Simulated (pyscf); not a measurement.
Routes from HO–BH–OH + SiH₄

Candidate steps break at most two bonds and form at most two. Each was searched with GFN2-xTB (tblite) first. Single points on ωB97X-D3(BJ)/def2-SVP structures (PySCF, gas phase). Energies: ωB97M-D3(BJ)/def2-TZVP, kcal/mol, from the separated reactants, singlet surface; ΔG‡ with ideal gas, 1 atm, RRHO with modes under 100 cm⁻¹ raised to 100, one conformer, R ln 2 for chiral ones without a mode under 150 cm⁻¹.

```csv
products,type,ΔE‡,ΔE,ΔG‡ 298 K,ΔG‡ 900 K,ν‡ (cm⁻¹)
HO–SiH₃ + H₂B–OH,four-centre exchange,29.0,+14.5,40.5,61.7,362i
HO–BH–O–SiH₃ + H₂,four-centre exchange,42.1,-15.1,49.2,67.4,1296i
```

Plain bond fissions and candidates not yet searched are not listed, and one of them may be faster. Each barrier is that of the saddle found; lower ones may exist.
